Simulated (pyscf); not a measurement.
# Four-centre exchange: `[OH][B]([OH])[OH]` + `[SiH4]` → `[OH][B]([OH])[OH]` + `[SiH4]`

Gas phase, singlet surface, charge 0. Bonds broken: O1–H5, Si8–H9. Bonds formed: O1–H9, H5–Si8. Structures and frequencies: ωB97X-D3(BJ)/def2-SVP in PySCF.

Transition state (Å):

```xyz
12

O     -0.5240    -0.4135     0.8369
B     -0.7535    -0.4553    -0.5791
O      0.3268    -0.1671    -1.3307
O     -2.0114    -0.7831    -0.9332
H     -1.2741     0.0389     1.4168
H      0.2130    -0.1810    -2.2860
H     -2.2067    -0.8193    -1.8747
Si    -0.9021     2.0629     2.4653
H      0.0586     0.3853     1.1899
H     -2.1233     2.0780     3.3551
H     -1.0873     3.3052     1.6236
H      0.2055     2.4465     3.4162
```

One imaginary mode, 1211i cm⁻¹; descent along it reached the two sides named.

```tsv
bond	change	reactant side (Å)	saddle	product side
O1–H5	breaks	0.963	1.051	3.1
Si8–H9	breaks	1.495	2.316	4.5
O1–H9	forms	2.8	1.050	0.963
H5–Si8	forms	4.2	2.310	1.493
```

Electronic energies relative to the separated reactants (kJ/mol):

| level | barrier | reaction energy | reverse barrier |
|---|---|---|---|
| ωB97X-D3(BJ)/def2-TZVP | 326.7 | 0.0 | 326.7 |
| PBE/def2-TZVP | 282.8 | 0.0 | 282.8 |
| r²SCAN/def2-TZVP | 307.7 | 0.0 | 307.7 |
| B3LYP-D3(BJ)/def2-TZVP | 313.5 | 0.0 | 313.5 |
| PBE0-D3(BJ)/def2-TZVP | 300.1 | 0.0 | 300.1 |
| M06-2X/def2-TZVP | 326.0 | 0.0 | 326.0 |
| ωB97M-D3(BJ)/def2-TZVP | 318.4 | 0.0 | 318.4 |
| HF/def2-TZVP | 401.0 | 0.0 | 401.0 |

With ωB97M-D3(BJ)/def2-TZVP energies and thermal terms (ideal gas, 1 atm, RRHO with modes under 100 cm⁻¹ raised to 100, one conformer, R ln 2 for chiral ones without a mode under 150 cm⁻¹), in kJ/mol:

| T (K) | ΔH‡ | ΔG‡ | ΔH | ΔG |
|---|---|---|---|---|
| 298 | 311.1 | 344.3 | 0.0 | 0.0 |
| 600 | 314.0 | 376.8 | 0.0 | 0.0 |
| 900 | 317.1 | 407.5 | 0.0 | 0.0 |
| 1200 | 320.5 | 437.1 | 0.0 | 0.0 |

The same reactants have a lower exit, to HO–SiH₃ + HO–BH–OH (barrier +133.3 kJ/mol at ωB97M-D3(BJ)/def2-TZVP, against +318.4 kJ/mol here). This is the saddle that the search found; another between the same sides may lie lower.
